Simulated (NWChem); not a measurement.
The numbers come from NWChem runs, not from measurements. System: HLi, charge 0, spin multiplicity 1, optimised in this run. The structure started from a generated list of species. Level: PBE0/def2-SVP.

Part of the output:

```
             Northwest Computational Chemistry Package (NWChem) 7.3.0
             --------------------------------------------------------

                                NWChem Input Module
                                -------------------

 Scaling coordinates for geometry "geometry" by  1.889725989
 (inverse scale =  0.529177249)

 Turning off AUTOSYM since
 SYMMETRY directive was detected!

          ------
          auto-z
          ------

                             Geometry "geometry" -> ""
                             -------------------------

 Output coordinates in angstroms (scale by  1.889725989 to convert to a.u.)

  No.       Tag          Charge          X              Y              Z
 ---- ---------------- ---------- -------------- -------------- --------------
    1 Li                   3.0000     0.00000000     0.00000000     0.34356200
    2 H                    1.0000     0.00000000     0.00000000    -1.03068600

 Effective nuclear repulsion energy (a.u.)       1.1552003328

            Nuclear Dipole moment (a.u.)
            ----------------------------
        X                 Y               Z
 ---------------- ---------------- ----------------
     0.0000000000     0.0000000000    -0.0000000000

      Symmetry information
      --------------------

 Group name             C2v
 Group number             16
 Group order               4
 No. of unique centers     2

      Symmetry unique atoms

     1    2


 Summary of "ao basis" -> "" (spherical)
 ------------------------------------------------------------------------------
       Tag                 Description            Shells   Functions and Types
 ---------------- ------------------------------  ------  ---------------------
 *                          def2-svp                  on all atoms

                           NWChem Geometry Optimization
                           ----------------------------

 maximum gradient threshold         (gmax) =   0.000450
 rms gradient threshold             (grms) =   0.000300
 maximum cartesian step threshold   (xmax) =   0.001800
 rms cartesian step threshold       (xrms) =   0.001200
 fixed trust radius                (trust) =   0.300000
 maximum step size to saddle      (sadstp) =   0.100000
 energy precision                  (eprec) =   5.0D-06
 maximum number of steps          (nptopt) =   80
 initial hessian option           (inhess) =    0
 line search option               (linopt) =    1
[...]
    2        1.874 ||    0.001091           0.025         1.064       0.048
    3        1.874 ||    0.001091           0.025         1.064       0.048
    4        9.127 ||    0.609056          14.051       593.738      26.879
    5        9.127 ||    0.609056          14.051       593.738      26.879
    6     1425.933 ||    0.139279           3.213       135.776       6.147
 ----------------------------------------------------------------------------

        Vibrational analysis via the FX method
  --- with translations and rotations projected out ---
  --- via the Eckart algorithm                      ---
 Dependent rotation vector no.                    3
  found in ECKART; assuming linear geometry
 Projected Nuclear Hessian trans-rot subspace norm:1.9259D-34
                         (should be close to zero!)

          --------------------------------------------------------
          MASS-WEIGHTED PROJECTED HESSIAN (Hartree/Bohr/Bohr/Kamu)
          --------------------------------------------------------

               1            2            3            4            5            6
   ----- ----- ----- ----- -----
    1    0.00000D+00
    2   -4.49750D-28  0.00000D+00
    3    0.00000D+00 -2.30272D-25  9.66483D+00
    4    0.00000D+00  0.00000D+00 -1.42398D-26  0.00000D+00
    5    0.00000D+00  0.00000D+00  0.00000D+00  0.00000D+00  0.00000D+00
    6    0.00000D+00  3.03783D-25 -2.55004D+01  0.00000D+00  0.00000D+00  6.72820D+01

 center of mass
 --------------
 x =   0.00000000 y =   0.00000000 z =   0.48109016

 moments of inertia (a.u.)
 ------------------
           8.032303817201           0.000000000000           0.000000000000
           0.000000000000           8.032303817201           0.000000000000
           0.000000000000           0.000000000000           0.000000000000

 Rotational Constants
 --------------------
 A=   0.000000 cm-1  (  0.000000 K)
 B=   7.494758 cm-1  ( 10.783044 K)
 C=   7.494758 cm-1  ( 10.783044 K)

 Temperature                      =   298.15K
 frequency scaling parameter      =   1.0000

 Linear Molecule

 Zero-Point correction to Energy  =    2.038 kcal/mol  (  0.003247 au)
 Thermal correction to Energy     =    3.522 kcal/mol  (  0.005613 au)
 Thermal correction to Enthalpy   =    4.114 kcal/mol  (  0.006557 au)

 Total Entropy                    =   40.780 cal/mol-K
   - Translational                =   32.184 cal/mol-K (mol. weight =   8.0238)
   - Rotational                   =    8.580 cal/mol-K (symmetry #  =        1)
   - Vibrational                  =    0.016 cal/mol-K

 Cv (constant volume heat capacity) =    5.063 cal/mol-K
   - Translational                  =    2.979 cal/mol-K
   - Rotational                     =    1.986 cal/mol-K
   - Vibrational                    =    0.097 cal/mol-K


 ----------------------------------------------------------------------------
 Normal Eigenvalue ||    Projected Derivative Dipole Moments (debye/angs)
  Mode   [cm**-1]  ||      [d/dqX]             [d/dqY]           [d/dqZ]
 ------ ---------- || ------------------ ------------------ -----------------
    1       -0.000 ||       0.000               0.000            -0.000
    2        0.000 ||       1.330              -0.000             0.000
    3        0.000 ||      -3.508              -0.000            -0.000
    4        0.000 ||      -0.000              -3.508             0.000
    5        0.000 ||      -0.000              -1.330             0.000
    6     1425.934 ||       0.000               0.000            -1.793
 ----------------------------------------------------------------------------

 ----------------------------------------------------------------------------
 Normal Eigenvalue ||           Projected Infra Red Intensities
  Mode   [cm**-1]  || [atomic units] [(debye/angs)**2] [(KM/mol)] [arbitrary]
 ------ ---------- || -------------- ----------------- ---------- -----------
    1       -0.000 ||    0.000000           0.000         0.000       0.000
    2        0.000 ||    0.076637           1.768        74.709       3.382
    3        0.000 ||    0.533510          12.309       520.092      23.545
    4        0.000 ||    0.533510          12.309       520.092      23.545
    5        0.000 ||    0.076637           1.768        74.709       3.382
    6     1425.934 ||    0.139279           3.213       135.776       6.147
 ----------------------------------------------------------------------------

 Task  times  cpu:        0.7s     wall:        0.7s

 Total times  cpu:        1.3s     wall:        1.3s
```

**Question.** Write an NWChem input that would produce this output.

**Answer.** Several could match; the one computed here: 
```
start mol
memory heap 200 mb stack 900 mb global 1100 mb
geometry units angstroms
  Li     0.000000     0.000000     0.343562
  H      0.000000     0.000000    -1.030686
  symmetry group C2v
end
basis spherical
  * library def2-svp
end
dft
  xc pbe0
  semidirect memsize 60000000 filesize 0
  iterations 100
end
driver
  maxiter 80
end
task dft optimize
task dft freq
```
